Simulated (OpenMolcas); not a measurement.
# C2H3F3 (1,1,2-trifluoroethane) at FNO-MP2/def2-TZVPD (RICD fitting, virtual fraction 0.6)

What is the energy change on altering one bond length of C2H3F3 (1,1,2-trifluoroethane) at FNO-MP2/def2-TZVPD (RICD fitting, virtual fraction 0.6)? 

The calculation is run with OpenMolcas 26.06.

## (1) The molecule

The species is C2H3F3 (8 atoms), meant as a singlet with charge 0. SMILES: `FCC(F)F`. The shape is that of a PBE0-D4/def2-TZVP optimisation. This is one conformer, not always the lowest.

Bond lengths: F1–C2 1.372 Å, C2–C3 1.509 Å, C3–F4 1.352 Å, C3–F5 1.356 Å, C2–H6 1.093 Å, C2–H7 1.093 Å, C3–H8 1.095 Å. Some angles: F1–C2–C3 109.3°, C2–C3–F4 110.4°, C2–C3–F5 108.3°, F4–C3–F5 107.9°, F1–C2–H6 109.4°, F1–C2–H7 109.2°, C3–C2–H6 109.5°, C3–C2–H7 109.4°, C2–C3–H8 113.0°, F4–C3–H8 108.2°.

## (2) A single-point energy at FNO-MP2/def2-TZVPD (RICD fitting, virtual fraction 0.6)

job.inp reads:

```
&GATEWAY
BasLib=$CurrDir
Coord
8
bohr
F     -2.15957902    -1.28690349     2.19794046
C     -0.35564646     0.36868557     1.34510706
C      0.32673365    -0.28799426    -1.34416219
F      1.55751227    -2.52429616    -1.42957781
F      1.91183592     1.51858391    -2.23403422
H      1.32602082     0.22468844     2.53695732
H     -1.11210382     2.28940320     1.41219233
H     -1.32054062    -0.41007057    -2.58986965
Basis=def2-TZVPD
Group=NoSym
RICD
&SEWARD
&SCF
PrOrbitals=1 1
&MBPT2
FNOMP2=0.6
DoMP2
Frozen=5
```

The basis set def2-TZVPD is read from a file made from the Basis Set Exchange's data (not shown).

Run with:

```console
$ export MOLCAS_MEM=1860
$ pymolcas job.inp > job.log
```

Output, cut to the lines that bear on the results:

```text
--- Start Module: gateway ---
[...]
--- Stop Module: gateway /rc=_RC_ALL_IS_WELL_ ---
[...]
      Basis functions          221
[...]
--- Start Module: scf ---
[...]
       Convergence after  11 Iterations
[...]
::    Total SCF energy                               -375.9574682995
[...]
      Total spin, S                                     0.0000000000
[...]
      Total electronic charge=   42.000000
      Total            charge=   -0.000000
[...]
      Dipole Moment (debye):
      Origin of the operator (angstrom)=    0.1475   -0.2549   -0.1667
                   X= -6.9690E-01               Y=  1.5532E+00               Z=  2.3661E-01           Total=  1.7188E+00
      Quadrupole Moment (debye*angstrom):
[...]
--- Stop Module: scf /rc=_RC_ALL_IS_WELL_ ---
[...]
--- Start Module: mbpt2 ---
[...]
WARNING!
Default frozen orbitals as non valence orbitals is overwritten by user input.
Default values:   5
[...]
       Reference weight ( Cref**2 )         =        0.81591
::    Total MBPT2 energy                             -377.0179864164
[...]
--- Stop Module: mbpt2 /rc=_RC_ALL_IS_WELL_ ---
[...]
```

Run time: 35 s. Hardware: 1 thread of Arm Neoverse V1, shared host; peak memory 0.29 GiB.

## (3) The distorted shape

job.input reads:

```
&gateway
  baslib = $CurrDir
  coord
  8
  bohr
  F     -2.23520208    -1.09489031     2.20464709
  C     -0.43126952     0.56069875     1.35181369
  C      0.25111059    -0.09598108    -1.33745555
  F      1.48188921    -2.33228298    -1.42287118
  F      1.83621286     1.71059710    -2.22732759
  H      1.25039776     0.41670162     2.54366396
  H     -1.11210382     2.28940320     1.41219233
  H     -1.39616368    -0.21805739    -2.58316302
  basis = def2-TZVPD
  group = NoSym
  ricd

&seward

&scf
  prorbitals = 1 1

&mbpt2
  fnomp2 = 0.6
  domp2
  frozen = 5
```

The basis set def2-TZVPD is read from a file made from the Basis Set Exchange's data (not shown).

Run with:

```console
$ export MOLCAS_MEM=1860
$ pymolcas job.input > job.log
```

Output, cut to the lines that bear on the results:

```text
--- Start Module: gateway ---
[...]
--- Stop Module: gateway /rc=_RC_ALL_IS_WELL_ ---
[...]
      Basis functions          221
[...]
--- Start Module: scf ---
[...]
       Convergence after  11 Iterations
[...]
::    Total SCF energy                               -375.9499831726
[...]
      Total spin, S                                     0.0000000000
[...]
      Total electronic charge=   42.000000
      Total            charge=   -0.000000
[...]
      Dipole Moment (debye):
      Origin of the operator (angstrom)=    0.1080   -0.1545   -0.1632
                   X= -7.0076E-01               Y=  1.5992E+00               Z=  2.3180E-01           Total=  1.7613E+00
      Quadrupole Moment (debye*angstrom):
[...]
--- Stop Module: scf /rc=_RC_ALL_IS_WELL_ ---
[...]
--- Start Module: mbpt2 ---
[...]
WARNING!
Default frozen orbitals as non valence orbitals is overwritten by user input.
Default values:   5
[...]
       Reference weight ( Cref**2 )         =        0.81708
::    Total MBPT2 energy                             -377.0094137318
[...]
--- Stop Module: mbpt2 /rc=_RC_ALL_IS_WELL_ ---
[...]
```

Run time: 36 s. Hardware: 1 thread of Arm Neoverse V1, shared host; peak memory 0.29 GiB.

## (4) What came out

Level: FNO-MP2/def2-TZVPD (RICD fitting, virtual fraction 0.6), 5 core orbitals frozen.

| quantity | value |
| --- | --- |
| first shape: total energy | -377.01799 Eh |
| first shape: dipole moment (mean-field density) | 1.72 D |
| first shape: HOMO energy (Hartree–Fock orbitals) | -14.20 eV |
| first shape: LUMO energy (Hartree–Fock orbitals) | 1.88 eV |
| first shape: HOMO–LUMO gap (Hartree–Fock orbitals) | 16.09 eV |
| first shape: correlation energy (5 core orbitals frozen) | -1060.5 mEh |
| distorted shape: total energy | -377.00941 Eh |
| distorted shape: dipole moment (mean-field density) | 1.76 D |
| distorted shape: HOMO energy (Hartree–Fock orbitals) | -14.19 eV |
| distorted shape: LUMO energy (Hartree–Fock orbitals) | 1.88 eV |
| distorted shape: HOMO–LUMO gap (Hartree–Fock orbitals) | 16.08 eV |
| distorted shape: correlation energy (5 core orbitals frozen) | -1059.4 mEh |
| energy change with the C2–H7 bond shortened from 1.093 to 0.984 Å | 0.233 eV |

With the C2–H7 bond shortened from 1.093 to 0.984 Å the energy rises by 0.23 eV (5.4 kcal/mol). The first shape isn't relaxed at this level, so the change isn't measured from a minimum. Mulliken charges (distorted shape) of the mean-field density run from -0.33 on F1 to +0.51 on C3; in a basis this large or diffuse they mean little.
